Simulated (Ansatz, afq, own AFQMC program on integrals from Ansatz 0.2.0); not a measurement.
**Atomization energy of CuSiH3, singlet**

```yaml
atoms:
  - { symbol: Cu, position_ang: [-0.7590, 0.0044, 0.0052] }
  - { symbol: Si, position_ang: [1.4963, -0.0088, -0.0102] }
  - { symbol: H, position_ang: [2.0443, -1.3968, -0.0092] }
  - { symbol: H, position_ang: [2.0646, 0.6845, 1.1828] }
  - { symbol: H, position_ang: [2.0482, 0.6762, -1.2157] }
```

Connectivity, by distances: Cu–SiH3.

Atoms in their ground-state spins without spin–orbit coupling (mostly on UHF) minus the molecule (RHF), without zero-point energy. The geometry is a stationary point, not shown to be a minimum.

Basis def2-TZVP. Only valence electrons are correlated. Integrals, coupled cluster, full CI and functionals: Ansatz 0.2.0; the random walks run on the same integrals in our own AFQMC program. ph-AFQMC/CISD is guided by a CISD state made of CCSD amplitudes; releasing the constraint for a short imaginary time cuts its bias at the price of noise, slowly where states lie close. Uncertainties: one standard error, sampling alone. The metal's outer-core s and p shells are frozen, which shifts wave-function levels against functionals. The errors of all members are added in quadrature.

No full CI on the walks' own integrals is used here; CCSDT(Q) serves as the reference and is uncertain by about the last step of the cluster series. Each member takes its own surest rung, up to full CI.

Errors are counted within def2-TZVP, not against nature.

Cautions: no relativity below Rb; outer-core shells of the metal frozen; CuSiH₃ (singlet): higher spins were not checked; Cu (doublet): its ph-AFQMC/CISD value lies 23 ± 3 meV above CCSDT(Q).

```csv
level,atomization energy (kcal/mol)
CCSD,271.8
MP2,270.9
```

Question: From these cheaper values, estimate the atomization energy at the reference level in def2-TZVP.

Answer: 276.0 kcal/mol (CCSDT(Q) in def2-TZVP).

```tsv
level	atomization energy (kcal/mol)	error against CCSDT(Q) (kcal/mol)
HF	205.6	-70.4
CCSD(T)	275.8	-0.2
CCSDT	275.9	-0.1
ph-AFQMC/HF	285.2 ± 1.0	9.2 ± 1.0
```

Correlation beyond CCSD(T) adds 0.2 kcal/mol. The perturbative (T) step is worth +4.0 kcal/mol.

A walk keeps the symmetry of its determinant, which the program's search chose and which needn't be the lowest solution, so a lower state of the same spin and another symmetry isn't excluded.
